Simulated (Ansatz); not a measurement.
Basis-set extrapolation for `BC#N` (PBE0-D4/def2-TZVP geometry, frozen core, the Gaussian-basis code of Ansatz). Multiplicity 1, RHF reference.

```json
{"": "HF", "cc-pV(T+d)Z": "-118.183175", "cc-pV(Q+d)Z": "-118.191117"}
{"": "MP2 correlation", "cc-pV(T+d)Z": "-0.432499", "cc-pV(Q+d)Z": "-0.460565"}
{"": "CCSD(T) correlation", "cc-pV(T+d)Z": "-0.469611", "cc-pV(Q+d)Z": "-0.494171"}
```

Energies in hartree. Use E(X) = E(∞) + A·exp(−5.46·√X) for Hartree–Fock and E(X) = E(∞) + B·X^(−3.05) for correlation, with X = 3 and 4.

What is the CCSD(T) energy at the basis-set limit?

HF limit: -118.191117 + (-0.007942) × 0.30130 = -118.19351. Correlation limit: -0.494171 + (-0.024560) × 0.71189 = -0.51166. Total: -118.70517 hartree, 137.5 kJ/mol below CCSD(T)/cc-pV(T+d)Z.
